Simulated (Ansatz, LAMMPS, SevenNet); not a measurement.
**Ladder of methods for the elastic constant C11 of fcc Rh**

Reference value: 413 GPa (measured, temperature not stated, not corrected to a static lattice; as tabulated in Mehl and Papaconstantopoulos (1996), arXiv:mtrl-th/9602003).

**Question.** What do Morse jacobson2022, SevenNet-0, LDA, PBE, r²SCAN give, and how far is each from the reference?

**Answer.** 
| level (code) | value (GPa) | cell (Å³/atom) | difference (%) |
|---|---|---|---|
| Morse jacobson2022 (LAMMPS) | 439 | 13.71 | +6.3 |
| SevenNet-0 (SevenNet) | 300 | 14.26 | -27 |
| LDA (Ansatz) | 502 | 13.22 | +22 |
| PBE (Ansatz) | 412 | 14.04 | -0.2 |
| r²SCAN (Ansatz) | 447 | 13.72 | +8.2 |

Leaving aside Morse jacobson2022, which can be fitted to such values or carry a doubt: The reference's temperature isn't stated, so close values are not ranked against it. Off by more than 25 % (a bound picked here): SevenNet-0 (-27 %).

The measured value isn't corrected to a static lattice, so vibrations enter the comparison. A static lattice is as a rule stiffer than a warm one, by over a tenth in soft solids.  Each level is taken at its own relaxed cell. Cutoffs differ between the levels. Ansatz's density-functional and Hartree–Fock values are scalar-relativistic unless marked +SOC, with PAW data made under PBE.

Empirical potentials (Morse jacobson2022) are fitted to chosen data, which need not cover the solid at hand: agreement can be built in, and what lay outside the fit can be far off. Machine-learned potentials (SevenNet-0) are trained on DFT data, which may include these solids.

Differences are worked out from the printed values.

Ansatz is a program for electronic structure.
